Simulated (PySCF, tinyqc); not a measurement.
Worked calculation: RHF in the sto-6g basis, for HF, spin multiplicity 1. The lowest restricted solution is unstable here: a spin-polarised one lies 0.0836 hartree lower (PySCF). One step of it, computed by the program tinyqc.

Question. Iteration 2: building the Fock matrix. J_ij = sum D_kl (ij|kl), K_ij = sum D_kl (ik|jl); F = H + J - 0.5 K; E = tr D H + tr D J / 2 - 0.25 tr D K + E_nn.

D after iteration 1:
```
            1F 1s      1F 2s    1F 2px    1F 2py     1F 2pz      2H 1s
1F 1s    2.113161  -0.486427  0.000000  0.000000   0.025849  -0.015028
1F 2s   -0.486427   2.092420  0.000000  0.000000  -0.135727   0.041837
1F 2px   0.000000   0.000000  2.000000  0.000000   0.000000   0.000000
1F 2py   0.000000   0.000000  0.000000  2.000000   0.000000   0.000000
1F 2pz   0.025849  -0.135727  0.000000  0.000000   1.575344   0.639415
2H 1s   -0.015028   0.041837  0.000000  0.000000   0.639415   0.264051
```

core Hamiltonian H = T + V (hartree):
```
             1F 1s       1F 2s     1F 2px     1F 2py     1F 2pz      2H 1s
1F 1s   -40.759221   -9.086823   0.000000   0.000000  -0.005351  -0.426481
1F 2s    -9.086823  -10.727620   0.000000   0.000000  -0.063302  -1.124446
1F 2px    0.000000    0.000000  -8.549467   0.000000   0.000000   0.000000
1F 2py    0.000000    0.000000   0.000000  -8.549467   0.000000   0.000000
1F 2pz   -0.005351   -0.063302   0.000000   0.000000  -8.575313  -0.859179
2H 1s    -0.426481   -1.124446   0.000000   0.000000  -0.859179  -3.472992
```

Two-electron integrals (ij|kl) in chemists' order, unique and non-zero (hartree):
```
(11|11) 5.406240   (21|11) 0.768129   (21|21) 0.138909   (22|11) 1.266271
(22|21) 0.283987   (22|22) 0.926367   (31|31) 0.029452   (32|31) 0.044681
(32|32) 0.204753   (33|11) 1.266273   (33|21) 0.283987   (33|22) 0.926366
(33|33) 0.998085   (41|41) 0.029452   (42|41) 0.044681   (42|42) 0.204753
(43|43) 0.053789   (44|11) 1.266273   (44|21) 0.283987   (44|22) 0.926366
(44|33) 0.890506   (44|44) 0.998085   (51|51) 0.029452   (52|51) 0.044681
(52|52) 0.204753   (53|53) 0.053789   (54|54) 0.053789   (55|11) 1.266273
(55|21) 0.283987   (55|22) 0.926366   (55|33) 0.890506   (55|44) 0.890506
(55|55) 0.998085   (61|11) 0.038009   (61|21) 0.006599   (61|22) 0.013229
(61|33) 0.013209   (61|44) 0.013209   (61|51) 0.000286   (61|52) 0.000565
(61|55) 0.013271   (61|61) 0.000319   (62|11) 0.114248   (62|21) 0.026094
(62|22) 0.097297   (62|33) 0.095907   (62|44) 0.095907   (62|51) 0.001888
(62|52) 0.015209   (62|55) 0.100075   (62|61) 0.001244   (62|62) 0.013772
(63|31) 0.002648   (63|32) 0.015981   (63|53) 0.003072   (63|63) 0.001843
(64|41) 0.002648   (64|42) 0.015981   (64|54) 0.003072   (64|64) 0.001843
(65|11) 0.086482   (65|21) 0.019999   (65|22) 0.079523   (65|33) 0.076493
(65|44) 0.076493   (65|51) 0.003814   (65|52) 0.026896   (65|55) 0.085584
(65|61) 0.000986   (65|62) 0.013796   (65|65) 0.015453   (66|11) 0.333519
(66|21) 0.077513   (66|22) 0.332092   (66|33) 0.324544   (66|44) 0.324544
(66|51) 0.005221   (66|52) 0.060374   (66|55) 0.347185   (66|61) 0.003695
(66|62) 0.067187   (66|65) 0.077316   (66|66) 0.774999
```

nuclear repulsion = 3.01048982 hartree

Give: Coulomb J; exchange K; Fock matrix F; total energy of this density.

Answer.

Coulomb J (hartree):
```
         1F 1s   1F 2s  1F 2px  1F 2py  1F 2pz  2H 1s
1F 1s   20.594   3.714   0.000   0.000  -0.004  0.178
1F 2s    3.714   9.700   0.000   0.000  -0.002  0.993
1F 2px   0.000   0.000   9.709   0.000   0.000  0.000
1F 2py   0.000   0.000   0.000   9.709   0.000  0.000
1F 2pz  -0.004  -0.002   0.000   0.000   9.681  0.805
2H 1s    0.178   0.993   0.000   0.000   0.805  3.462
```

exchange K (hartree):
```
         1F 1s   1F 2s  1F 2px  1F 2py  1F 2pz  2H 1s
1F 1s   11.132   1.785   0.000   0.000   0.000  0.095
1F 2s    1.785   3.128   0.000   0.000  -0.057  0.371
1F 2px   0.000   0.000   2.641   0.000   0.000  0.000
1F 2py   0.000   0.000   0.000   2.641   0.000  0.000
1F 2pz   0.000  -0.057   0.000   0.000   2.350  0.417
2H 1s    0.095   0.371   0.000   0.000   0.417  0.365
```

Fock matrix F (hartree):
```
          1F 1s   1F 2s  1F 2px  1F 2py  1F 2pz   2H 1s
1F 1s   -25.732  -6.266   0.000   0.000  -0.009  -0.297
1F 2s    -6.266  -2.592   0.000   0.000  -0.037  -0.316
1F 2px    0.000   0.000  -0.161   0.000   0.000   0.000
1F 2py    0.000   0.000   0.000  -0.161   0.000   0.000
1F 2pz   -0.009  -0.037   0.000   0.000  -0.069  -0.263
2H 1s    -0.297  -0.316   0.000   0.000  -0.263  -0.193
```

total energy of this density = -99.17701 hartree
